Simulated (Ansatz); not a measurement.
C3H7ClO (`OCCCCl`). Total charge 0; spin multiplicity 1. The structure was optimised at the PBE0-D4/def2-TZVP level. It is one conformer, not always the lowest.

```xyz
12

O     1.808   -0.757   -0.991
C     0.650    0.027   -0.791
C     0.055   -0.370    0.540
C    -1.139    0.459    0.944
Cl   -2.528    0.243   -0.165
H     2.142   -0.591   -1.875
H     0.897    1.099   -0.778
H    -0.084   -0.136   -1.589
H     0.821   -0.249    1.314
H    -0.214   -1.430    0.517
H    -0.911    1.526    0.941
H    -1.496    0.180    1.933
```

Problem. What is the dipole moment at r2SCAN/def2-TZVPP? (Estimate.)

Solution. The calculation gave: 1.51 D, with components (1.16, 0.96, 0.07) D in this frame, pointing from negative to positive charge.

Problem. And with PBE, B3LYP, ωB97M-V? (An estimate is asked.)

Solution. Computed: PBE 1.43 D, B3LYP 1.46 D, ωB97M-V 1.46 D.

Problem. Give the Mulliken charges with r2SCAN, B3LYP, ωB97M-V in def2-TZVPP. (Best estimate.)

Solution. The calculation gave: 
```csv
atom,r2SCAN,B3LYP,ωB97M-V
O1,-0.36,-0.34,-0.31
C2,0.07,0.00,-0.05
C3,0.01,-0.06,-0.14
C4,0.00,-0.11,-0.18
Cl5,-0.19,-0.18,-0.14
H6,0.19,0.18,0.17
H7,0.03,0.06,0.09
H8,0.05,0.08,0.10
H9,0.03,0.07,0.09
H10,0.03,0.07,0.10
H11,0.07,0.11,0.13
H12,0.08,0.13,0.15
```

B3LYP here is the variant with VWN-RPA as its local correlation; programs differ in this.
